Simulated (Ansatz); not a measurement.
```xyz
8

C     0.9757    0.0293   -0.6877
C    -0.1891    0.1189   -0.0499
S    -1.0756   -1.2124    0.6744
S    -1.0583    1.6473    0.0155
H     1.4555   -0.9261   -0.8599
H     1.4663    0.9195   -1.0599
H    -0.0553   -2.0875    0.6964
H    -1.5193    1.5111    1.2710
```

The species carries charge 0 and has multiplicity 1.

**Question.** List the ωB97M-V/def2-TZVPP orbital energies in eV (the Gaussian-basis code of Ansatz). (Best estimate.)

**Answer.** Ansatz gave: Occupied: -2427.38, -2427.30, -283.46, -281.60, -221.33, -221.25, -164.47, -164.38, -164.37, -164.29, -164.24, -164.16, -26.49, -23.39, -22.75, -17.98, -15.85, -15.39, -13.99, -12.96, -12.05, -11.63, -9.78, -8.70. Lowest empty: 1.57, 2.14, 2.52, 3.10, 3.56, 4.26, 4.97, 6.07.
